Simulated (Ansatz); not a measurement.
A ladder of methods for O2 (SMILES O=O)

The species is O2 (2 atoms), meant as a triplet with charge 0. SMILES: `O=O`. The shape was relaxed beforehand at PBE0/def2-SVP.

```xyz
2

O     0.5076   -0.1642    0.2614
O    -0.5076    0.1642   -0.2614
```

Each level gives the adiabatic ionisation energy (to the doublet cation, shapes relaxed at PBE0/def2-SVP, no zero-point term) (eV). The values are calculated.

```
                level                    kind  program  value (eV)
       UHF/def2-TZVPP            Hartree–Fock   Ansatz       12.03
    USVWN5/def2-TZVPP                     LDA   Ansatz       12.33
     UBLYP/def2-TZVPP                     GGA   Ansatz       12.23
  U-r2SCAN/def2-TZVPP                meta-GGA   Ansatz       12.44
  UPBE0-D4/def2-TZVPP           global hybrid   Ansatz       12.38
UCAM-B3LYP/def2-TZVPP  range-separated hybrid   Ansatz       12.53
   UB2PLYP/def2-TZVPP           double hybrid   Ansatz       12.17
  UCCSD(T)/def2-TZVPP   coupled cluster or CI   Ansatz       11.96
```

The values span 11.96 to 12.53 eV. Spin contamination of the reference (⟨S²⟩ at least 0.1 too high) touches UHF/def2-TZVPP, UCCSD(T)/def2-TZVPP. The coupled-cluster rows rest on a doubtful reference here (large T1 or Brueckner and Hartree–Fock orbitals at odds), and rows may lie in different states.
